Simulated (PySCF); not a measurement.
# Field gradients at the hydrogen positions

Compound: C₄H₄S₂.
Z-matrix (Å and degrees, PBE0-D3(BJ)/def2-TZVP geometry), rows numbered from 1:
```
S 
C   1  1.7601
C   2  1.4226  1  125.22
C   3  1.3607  2  112.28  1  -176.46
S   4  1.7070  3  111.69  2     1.00
C   2  1.3667  1  122.33  3  -175.52
H   1  1.3438  2   97.00  3   -57.60
H   3  1.0814  2  123.60  1     3.03
H   4  1.0793  3  128.03  2   179.97
H   6  1.0788  2  127.42  1    -4.81
```

Level: PBE0/pcSseg-2 (PySCF, non-relativistic); Q(2H) = 0.00286 b; rigid geometry, the same for H and D, with no vibrational averaging.

Task: Give the electric field gradient Vzz (the principal value of largest size), its asymmetry and the 2H coupling at each hydrogen.

Result: 
```json
{"atom": "H7", "bonded to": "S1", "bond length (Å)": "1.344", "Vzz (au)": "0.2228", "η": "0.17", "χzz (kHz)": "150"}
{"atom": "H8", "bonded to": "C3", "bond length (Å)": "1.081", "Vzz (au)": "0.3002", "η": "0.07", "χzz (kHz)": "202"}
{"atom": "H9", "bonded to": "C4", "bond length (Å)": "1.079", "Vzz (au)": "0.3044", "η": "0.08", "χzz (kHz)": "205"}
{"atom": "H10", "bonded to": "C6", "bond length (Å)": "1.079", "Vzz (au)": "0.3039", "η": "0.09", "χzz (kHz)": "204"}
```

Task: Average by the element that carries the hydrogen.

Result: on S: 150 kHz over 1 position, mean bond length 1.344 Å; on C: 204 kHz over 3 positions, mean bond length 1.080 Å.

Task: Give the 2H NMR doublet splittings at H9 for a magnetic field along the z, y and x axes of the gradient: 3χ/2, 3χ(1 + η)/4, 3χ(1 − η)/4.

Result: With |χ| = 204.5 kHz and η = 0.084: 307, 166 and 140 kHz, to first order and without motion.

Isolated species at its PBE0-D3(BJ)/def2-TZVP geometry (one conformer only).
